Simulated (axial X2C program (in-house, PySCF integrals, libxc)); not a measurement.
# Bond lengths and stretching modes, held linear, of HAlH⁻

Computed with an in-house all-electron X2C program for linear molecules (integrals from PySCF): two-component X2C with atomic mean-field Coulomb and Gaunt terms, Gaussian nuclei, basis H dyall-v3z, Al dyall-v3z with contracted cores. Spin-free rows use the one-electron spin-free X2C Hamiltonian.

Masses H 1.008, Al 26.982, H 1.008 u. States: 2c Ω = 1 (beyond evenly filled blocks: ω = -1/2, ω = 3/2); spin-free M_S = 1, Λ = 0 (beyond evenly filled blocks: π+α, π-α).

MP2, spin-free: energies above the lowest point

```csv
r(H–Al) (Å),r(Al–H) (Å),E (meV)
1.5405,1.5405,9.65
1.5405,1.5800,4.71
1.5405,1.6195,21.47
1.5800,1.5405,4.71
1.5800,1.5800,0.00
1.5800,1.6195,16.94
1.5800,1.6590,52.48
1.6195,1.5405,21.47
1.6195,1.5800,16.94
1.6195,1.6195,34.05
1.6590,1.5800,52.48
1.6590,1.6590,105.43
```

Q: Fit a quadratic surface with cubic terms in each bond: where is the minimum, and what are the two stretching wavenumbers?

A: At MP2, spin-free: bonds 1.568 and 1.568 Å; harmonic stretches 1981.1 and 2040.0 cm⁻¹; force constants 2.31, 2.31 and coupling 0.02 mdyn/Å.

The other levels and Hamiltonians give:

| Hamiltonian | level | r(H–Al) (Å) | r(Al–H) (Å) | lower stretch (cm⁻¹) | upper stretch (cm⁻¹) |
| --- | --- | --- | --- | --- | --- |
| 2c | PBE0 | 1.578 | 1.578 | 1914.7 | 1966.2 |
| 2c | HF | 1.575 | 1.575 | 1947.5 | 1996.6 |
| 2c | r2SCAN | 1.579 | 1.579 | 1899.7 | 1954.6 |
| 2c | MP2 | 1.568 | 1.568 | 1981.0 | 2039.9 |
| spin-free | PBE0 | 1.578 | 1.578 | 1914.8 | 1966.3 |
| spin-free | HF | 1.575 | 1.575 | 1947.7 | 1996.8 |
| spin-free | r2SCAN | 1.579 | 1.579 | 1899.8 | 1954.7 |

Each state is one determinant, the lowest of a limited PBE0 search; the stretches come from a fit to these few points and carry an uncertainty of a few per cent. Other orders of the atoms were not compared. MP2 freezes inner shells (threshold -2 hartree). For an anion the highest level of a functional can be positive, and the basis then holds the extra electron. The molecule was held linear; bending was not examined, so a bent shape may lie lower. Open-shell Ω = 0 determinants with evenly filled partner blocks cannot be reached by this program, so the Ω shown need not be the lowest component. Note: several unpaired electrons, one determinant need not be a pure state.
